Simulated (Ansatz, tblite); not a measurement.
Isomers of P$_{4}$⁺ (doublet), found by a short tight-binding search and relaxed with PBE-D4/def2-TZVP in Ansatz.

The xTB rows come from tblite. B3LYP takes the VWN-RPA correlation.

Run but left out: HF/def2-TZVPP, MP2/def2-TZVPP, CCSD/def2-TZVPP, CCSD(T)/def2-TZVPP (B: ⟨S²⟩ 1.63, where a pure state has 0.75).

Other spin states were run for one of them alone.

A:

```xyz
4

P     0.960   -0.989   -0.084
P    -0.051    0.525   -1.276
P    -1.316   -0.303    0.287
P     0.407    0.767    1.073
```

B:

```xyz
4

P     0.230   -0.129    0.352
P    -1.323   -0.468   -1.089
P     1.276   -0.698    1.937
P    -0.184    1.295   -1.199
```

Estimate their order by electronic energy at PBE0-D4/def2-TZVP, counted from the lowest.

A (0.00) < B (1.75), in eV.

Do the other levels pick the same lowest one?

All that were run do. Energies above each level's lowest (eV):

```csv
level,A,B
GFN1-xTB,0.00,1.46
GFN2-xTB,0.00,0.85
PBE-D4/def2-TZVP,0.00,1.64
r2SCAN-D4/def2-TZVP,0.00,1.62
r2SCANh-D4/def2-TZVP,0.00,1.67
B3LYP-D4/def2-TZVP,0.00,1.46
PBE0-D4/def2-TZVP,0.00,1.75
```
Point groups (tolerance 0.1 Å): A D2d, B C2v. Lower isomers may exist.
